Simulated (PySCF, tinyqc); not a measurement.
Inside a calculation. Method: coupled-perturbed Hartree-Fock on RHF in the sto-6g basis, for HF, spin multiplicity 1. The lowest restricted solution is unstable here: a spin-polarised one lies 0.0249 hartree lower (PySCF). One step of it, computed by the program tinyqc.

Problem. Response to a field: uncoupled start. Field along z; U_ai = -mu_ai / (e_a - e_i), alpha = -4 sum U_ai mu_ai.

orbital energies (hartree): MO1 -26.268629, MO2 -1.420571, MO3 -0.473241, MO4 -0.473241, MO5 -0.452013, MO6 0.276366

dipole integrals <a|z|i> (bohr):
```
           i1         i2        i3        i4        i5
a6  -0.040475  -0.117116  0.000000  0.000000  1.315940
```

Give: uncoupled U; uncoupled polarisability.

Solution.

uncoupled U:
```
        i1      i2      i3      i4       i5
a6  0.0015  0.0690  0.0000  0.0000  -1.8067
```

uncoupled polarisability = 9.5425 bohr^3
